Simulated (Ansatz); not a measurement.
This geometry of CH$_{5}$OSi (8 atoms, charge 0, multiplicity 2) is a first-order saddle point.

Theory: UKS PBE-D4/def2-SVP in Ansatz.

```xyz
8
Properties=species:S:1:pos:R:3
C -0.661 0.938 0.106
Si 0.833 -0.161 -0.273
O 0.195 -1.698 -0.594
H -1.582 0.334 -0.026
H -0.724 1.816 -0.567
H -0.618 1.307 1.151
H 1.779 -0.216 0.920
H 0.869 -2.377 -0.773
```

Problem. Which two structures does it join? (They come from a converged band through this point; their orientation in space is the band's.)

Solution. No bond is made or broken. The dihedral H5–C1–Si2–O3 goes from 177 to -63°. The two ends are copies of one structure, up to a mirror image or an exchange of like atoms.

Image 0:

```xyz
8
Properties=species:S:1:pos:R:3
C -0.692 0.909 -0.103
Si 0.680 -0.333 -0.461
O 0.193 -1.784 0.266
H -1.648 0.599 -0.569
H -0.418 1.909 -0.496
H -0.851 0.993 0.993
H 1.994 0.160 0.133
H 0.835 -2.511 0.180
```

Image 8:

```xyz
8
Properties=species:S:1:pos:R:3
C -0.667 0.901 0.236
Si 0.870 -0.149 -0.060
O 0.388 -1.395 -1.102
H -1.483 0.270 0.649
H -1.028 1.363 -0.704
H -0.446 1.710 0.962
H 1.373 -0.713 1.263
H 1.085 -2.045 -1.299
```

Problem. How far does it lie above each of them?

Solution. 3.9 kJ/mol above the first and 3.9 kJ/mol above the second. This is the barrier of this one path; another mechanism may lie lower.

Run time: 71 s on 1 thread of Arm Neoverse V2, on a shared host, peak memory 0.13 GiB.
